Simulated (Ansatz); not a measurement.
Ideal-gas functions of CF3, SMILES `F[C](F)F` radical at 800 K and 1 bar, from an Ansatz frequency run at PBE0-D4/def2-TZVP.

Molar mass 69.01 g/mol, point group C3v (symmetry number 3), electronic degeneracy 2, moments of inertia 46.218, 46.227, 89.365 u Å². Harmonic wavenumbers (cm⁻¹, unscaled): 513, 513, 710, 1107, 1288, 1288.

Use S(trans) = R[1.5 ln M + 2.5 ln T − 1.1517]; rotational temperatures θ = 24.2544 K / I; S(rot) = R[ln(√π/σ · √(T³/θAθBθC)) + 1.5]; for each mode x = 1.438777 ν̃/T, S = R[x/(eˣ − 1) − ln(1 − e⁻ˣ)] and H = RT x/(eˣ − 1); 1 cm⁻¹ = 0.0119627 kJ/mol; R = 8.31446 J/(mol·K).

**Question.** By hand: the entropy, in J/(mol·K).

**Answer.** Translation 182.2. Rotation: θ = 0.5248, 0.5247, 0.2714 K, giving 102.2. Vibration, mode by mode: 9.27, 9.27, 6.82, 3.84, 2.97, 2.97, in all 35.2. Electronic 5.8. Sum 325.4 J/(mol·K).

**Question.** By hand: H − E and G − E in kJ/mol, counted from the electronic energy.

**Answer.** Zero-point energy ½ × 5419 × 0.0119627 = 32.4; thermal vibration 16.8; translation, rotation and pV give 4 RT = 26.6. H − E = 75.8 kJ/mol, and G − E = 75.8 − 800 × 325.4/1000 = -184.5 kJ/mol.

Vibration gives 11 % of the entropy.
